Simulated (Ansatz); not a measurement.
**Silver, fcc: convergence with cold smearing**

Computed with Ansatz, r²SCAN, scalar-relativistic PAW, on the relaxed cell (a = 4.104 Å; spin not included). Errors count from a run at 500 eV on a Γ-centred 22×22×22 mesh with Fermi-Dirac smearing of 0.1 eV, extrapolated to zero width. Fixed here: cutoff 500 eV, mesh 13×13×13. The SCF starts from atomic densities corrected by a trained network.

```json
{"width (eV)": "0.01", "E(σ→0) error (meV/atom)": "5.3", "F error (meV/atom)": "5.3", "P (GPa)": "-0.18", "SCF iterations": "6"}
{"width (eV)": "0.03", "E(σ→0) error (meV/atom)": "5.3", "F error (meV/atom)": "5.3", "P (GPa)": "-0.21", "SCF iterations": "6"}
{"width (eV)": "0.1", "E(σ→0) error (meV/atom)": "5.3", "F error (meV/atom)": "4.9", "P (GPa)": "-0.20", "SCF iterations": "6"}
{"width (eV)": "0.2", "E(σ→0) error (meV/atom)": "4.6", "F error (meV/atom)": "3.7", "P (GPa)": "-0.08", "SCF iterations": "6"}
{"width (eV)": "0.3", "E(σ→0) error (meV/atom)": "3.8", "F error (meV/atom)": "2.3", "P (GPa)": "-0.04", "SCF iterations": "6"}
{"width (eV)": "0.6", "E(σ→0) error (meV/atom)": "-0.3", "F error (meV/atom)": "-1.1", "P (GPa)": "-0.03", "SCF iterations": "6"}
{"width (eV)": "1.0", "E(σ→0) error (meV/atom)": "-0.4", "F error (meV/atom)": "-1.6", "P (GPa)": "0.09", "SCF iterations": "6"}
```
